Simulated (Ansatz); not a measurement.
Working through a composite energy at a relaxed geometry of CH₅ClSi, SMILES C[SiH2]Cl

Program: the Ansatz DFT code, driven from Python.

Run as a notebook:

**Cell 1**
```python
import itertools

import ansatz as az
from ase.data import atomic_numbers, covalent_radii
import numpy as np
```

**Cell 2**
```python
mol = (
    az.Crystal.molecule()
    .atom("C", [-0.61513, 0.78767, -0.17467])
    .atom("Si", [0.45844, -0.75779, 0.0537])
    .atom("Cl", [1.87162, -0.37314, 1.44664])
    .atom("H", [-1.38261, 0.62228, -0.92455])
    .atom("H", [-0.02118, 1.64072, -0.49334])
    .atom("H", [-1.11323, 1.06514, 0.75101])
    .atom("H", [1.14556, -1.10206, -1.18973])
    .atom("H", [-0.34348, -1.88283, 0.53093])
)

base = (
    mol.calculation()
    .basis(gaussian="def2-SVP")
    .functional("b3lyp")
)
symbols = [site.symbol for site in mol.cartesian_sites]
start = np.array([site.position_ang for site in mol.cartesian_sites], dtype=float)
report = base.relax(force_tolerance=0.01).run().report
end = np.array(report["positions_ang"])
radius = [covalent_radii[atomic_numbers[s]] for s in symbols]
span = lambda where, i, j: np.linalg.norm(where[i] - where[j])
bonded = [(i, j) for i, j in itertools.combinations(range(len(symbols)), 2) if min(span(start, i, j), span(end, i, j)) < 1.2 * (radius[i] + radius[j])]
print("pair        before    after (A)")
for i, j in bonded:
    print(f"{symbols[i]}{i}-{symbols[j]}{j}".ljust(10), f"{span(start, i, j):8.4f} {span(end, i, j):8.4f}")
for first, second in list(itertools.combinations(bonded, 2)):
    shared = set(first) & set(second)
    if shared and symbols[(j := shared.pop())] != "H":
        i, k = sorted((set(first) | set(second)) - {j})
        u, v = end[i] - end[j], end[k] - end[j]
        angle = np.degrees(np.arccos(np.clip(u @ v / np.linalg.norm(u) / np.linalg.norm(v), -1, 1)))
        print(f"final angle {symbols[i]}{i}-{symbols[j]}{j}-{symbols[k]}{k}: {angle:.2f} deg")
```
Output:
```text
pair        before    after (A)
C0-Si1       1.8956   1.8741
C0-H3        1.0857   1.1030
C0-H4        1.0872   1.1012
C0-H5        1.0872   1.1012
Si1-Cl2      2.0212   2.0892
Si1-H6       1.4618   1.4889
Si1-H7       1.4617   1.4889
final angle Si1-C0-H3: 110.08 deg
final angle Si1-C0-H4: 110.91 deg
final angle Si1-C0-H5: 110.92 deg
final angle C0-Si1-Cl2: 109.74 deg
final angle C0-Si1-H6: 111.12 deg
final angle C0-Si1-H7: 111.13 deg
final angle H3-C0-H4: 108.28 deg
final angle H3-C0-H5: 108.28 deg
final angle H4-C0-H5: 108.28 deg
final angle Cl2-Si1-H6: 107.70 deg
final angle Cl2-Si1-H7: 107.70 deg
final angle H6-Si1-H7: 109.34 deg
```

**Cell 3**
```python
minimum = az.Crystal.molecule()
for symbol, place in zip(symbols, end):
    minimum = minimum.atom(symbol, place.tolist())
at_minimum = minimum.calculation()
level = lambda method, basis: at_minimum.basis(gaussian=basis).correlation(method).run().report
small, large, cluster = level("mp2", "cc-pVDZ"), level("mp2", "cc-pVTZ"), level("ccsd_t", "cc-pVDZ")
corr = lambda each: (each["free_energy_ev"] - each["reference_energy_ev"]) / 27.211386246
mp2_limit = (27 * corr(large) - 8 * corr(small)) / 19
pieces = {"HF / cc-pVTZ": large["reference_energy_ev"] / 27.211386246, "MP2 correlation, DZ-TZ limit": mp2_limit, "CCSD(T) - MP2 / cc-pVDZ": corr(cluster) - corr(small)}
for name, value in pieces.items():
    print(f"{name:32s} {value:14.6f} Ha")
print(f"{'sum':32s} {sum(pieces.values()):14.6f} Ha")
print("T1 diagnostic", round(cluster["correlation"]["coupled_cluster"]["t1_diagnostic"], 4))
```
Output:
```text
HF / cc-pVTZ                        -789.322428 Ha
MP2 correlation, DZ-TZ limit          -0.542174 Ha
CCSD(T) - MP2 / cc-pVDZ               -0.056970 Ha
sum                                 -789.921572 Ha
T1 diagnostic 0.0083
```

These settings explore the input space; basis and method may be short of convergence. The sum leaves out core correlation, relativity, the Hartree-Fock basis error and zero-point energy; a DZ-TZ extrapolation is rough. b3lyp holds the VWN-RPA fit, as in Gaussian; the form of ORCA and Turbomole is b3lyp5. Inner cores stay frozen, so this is valence correlation. For Al to Cl the sets with a tight d function, cc-pV(X+d)Z, are usual. Finished in 38 s on 1 thread of Arm Neoverse N1 (shared host), peak memory 0.36 GiB.
